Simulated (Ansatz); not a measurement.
The reference is HgTe in the zinc blende structure (space group F-43m, No. 216; a = 6.651 Å).

Level of theory: PBE/PAW in Ansatz (an electronic-structure program), scalar-relativistic without spin-orbit coupling, earlier PAW set.

It is then changed as follows: Cd takes the place of Hg on all its sites; the structure is relaxed again.

Measured lattice parameter a: HgTe 6.46 Å (room temperature; as listed in R. J. Cava et al., Journal of Materials Chemistry C (2013)); CdTe 6.48 Å (room temperature; as listed in M J Lucero, T M Henderson, G E Scuseria, Journal of Physics Condensed Matter (2012)).

**Question.** How well does PBE reproduce the measured shift?

**Answer.** With PBE the lattice parameter a moves by -0.032 Å (6.651 → 6.619) against +0.020 Å measured, the wrong sign.

Whether these cells are dynamically stable was not tested. All final runs are without spin polarisation.
